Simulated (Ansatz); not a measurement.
A calculation on zinc-blende GaP returned elastic constant C11 147 GPa, elastic constant C44 74.9 GPa, Voigt–Reuss–Hill shear modulus 59.4 GPa.

For reference: elastic constant C11 140 GPa (measured, temperature not stated, no zero-point or thermal correction; as tabulated in Råsander and Moram (2015), arXiv:1505.02379); elastic constant C44 70 GPa (measured, temperature not stated, not corrected to a static lattice; as tabulated in Råsander and Moram (2015), arXiv:1505.02379).

Q: Which level of theory produced these numbers?
(A) PBE (Ansatz, a program for electronic structure)
(B) Hartree–Fock (Ansatz)
(C) LC-ωPBE (Ansatz)
(D) r²SCANh (Ansatz)

A: D, r²SCANh (Ansatz)

The others give: Hartree–Fock 159 GPa, 82.9 GPa, 67.1 GPa; LC-ωPBE 171 GPa, 84.4 GPa, 66.9 GPa; PBE 125 GPa, 64.5 GPa, 51.3 GPa.

Unless a cell is named, each level is at its own relaxed cell (Hartree–Fock 21.35, LC-ωPBE 19.47, PBE 20.87, r²SCANh 20.17 Å³/atom).

Ansatz's density-functional and Hartree–Fock values are scalar-relativistic unless marked +SOC, with PAW data made under PBE.
